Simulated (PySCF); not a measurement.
# Frontier orbitals and the lowest excitations

Compound: C5H10P (charge +1).
Cartesian coordinates in Å at the GFN2-xTB level; atoms count from 1:
```
atom  x, y, z in Å
C1    -1.2050   -1.1786   -0.3733
C2    -0.6784   -0.0299    0.4911
C3    -1.4559    1.2758    0.2641
C4     0.7034    0.2593    0.1657
C5     1.7684    0.8194   -0.2305
P6     2.2063   -1.0567    0.1015
H7    -1.1418   -0.9281   -1.4296
H8    -0.6398   -2.0916   -0.1893
H9    -2.2453   -1.3686   -0.1270
H10   -0.7472   -0.3151    1.5471
H11   -2.4927    1.1158    0.5468
H12   -1.4237    1.5681   -0.7819
H13   -1.0545    2.0833    0.8700
H14    2.3402    1.6555   -0.5623
H15    3.2962   -0.6557    0.8664
H16    2.7623   -1.1440   -1.1704
```

Theory: TDDFT wB97X-D/def2-SVPD, vertical, gas phase, core orbitals frozen in the response in PySCF 2.14.0, density-fitted response routines.

Kohn–Sham orbitals with the atoms that hold most of them (Löwdin shares over 4%, at most four atoms; ? is withheld):

```
orbital  ε (eV)                           atoms
 LUMO+2   -3.36  P6 46%, C4 18%, C5 11%, H15 9%
 LUMO+1   -3.81  C5 37%, C4 27%, P6 14%, H14 6%
   LUMO   -4.93                               ?
   HOMO  -15.54                               ?
 HOMO-1  -15.73   P6 51%, C5 12%, C4 9%, H15 6%
 HOMO-2  -16.14  C1 24%, C3 22%, C2 18%, H8 13%
 HOMO-3  -16.57   C1 19%, C3 15%, C4 11%, C2 9%
```

Task: Give the leading atoms of the LUMO.

Result: P6 (bonded to 2 C and 2 H) 28%; C4 (bonded to 2 C and P) 25%; C5 (bonded to C, P and H) 20%; H15 (bonded to P) 7%. By element: carbon 44% or more, phosphorus 28%, hydrogen 7% or more.

Task: Give the leading atoms of the HOMO.

Result: C5 (bonded to C, P and H) 24%; C4 (bonded to 2 C and P) 19%; C2 (bonded to 3 C and H) 15%; C1 (bonded to C and 3 H) 10%.

Task: How does S1 compare with the orbital gap of 10.61 eV?

Result: S1 is at 5.42 eV (f = 0.0005), 5.19 eV below the gap, made of HOMO→LUMO (88%). Without the coupling terms of the response equations the lowest excitation would equal the gap.

Task: Give energy, strength and leading configuration of S1, S2 and S4, and follow the Löwdin shares of the leading atoms from the occupied to the empty orbital.

Result: 
- S1 (5.42 eV, f 0.0005), HOMO→LUMO (88%): C5 24% → 20%, C4 19% → 25%, P6 at most 11% → 28%
- S2 (6.52 eV, f 0.175), HOMO-1→LUMO (82%): P6 51% → 28%, C5 12% → 20%, C4 9% → 25%
- S4 (6.95 eV, f 0.011), HOMO-1→LUMO+1 (90%): P6 51% → 14%, C5 12% → 37%, C4 9% → 27%

Löwdin shares depend on the basis, the more so with diffuse functions.

One conformer stands for the species.
